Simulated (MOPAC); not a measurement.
MOPAC input (PM7):

```
PM7 FORCE THERMO(298,298) PRECISE LET GEO-OK AUX(PRECISION=9) THREADS=1
F2

F     0.00000000 1    0.00000000 1   -0.70747760 1
F     0.00000000 1    0.00000000 1    0.70747760 1
```

Task: Which zero-point energy does it print?

Result: 1.94 kcal/mol, from the harmonic wavenumbers of PM7.
